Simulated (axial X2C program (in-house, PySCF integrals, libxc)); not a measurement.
**Worked dissociation energy of MgS⁺: PBE0, without spin–orbit coupling**

Calculated with an axial X2C code built on PySCF integrals. Spin-free means the one-electron spin-free X2C Hamiltonian. Basis: S dyall-av3z [9s8p3d2f], Mg dyall-cv3z [9s8p6d3f] (cores contracted in-house); Gaussian nuclei, density fitting, unrestricted open shells. Masses: S 31.972 u, Mg 23.985 u.

Molecular state: M_S = 1/2, Λ = 1 (beyond evenly filled blocks: π+α, π+β, π-α).

| Property | Result |
| --- | --- |
| E(S) (2M_S = 2, M_L = 0) | -399.078167 hartree |
| E(Mg+) (2M_S = 1, M_L = 0) | -200.003121 hartree |
| E(MgS⁺) at Re | -599.153757 hartree |
| ωe | 481.6 cm⁻¹ |
| ωexe | 2.13 cm⁻¹ |

Task: Work out De and D0.

Result: De = -399.078167 + (-200.003121) − (-599.153757) = 0.07247 hartree = 1.972 eV. The zero-point energy is ωe/2 − ωexe/4 = 240 cm⁻¹ = 0.030 eV, so D0 = 1.942 eV.

One determinant describes the state; a PBE0 search over occupations chose it and may have missed a lower one. De is counted from the lowest determinant-based energies of the atoms at the same level, without counterpoise correction. The functionals have no current-density term, which raises determinants with orbital currents, atoms included.

Each atomic determinant is the lowest at this level and need not be a pure term. Totals compare only within one Hamiltonian and basis.
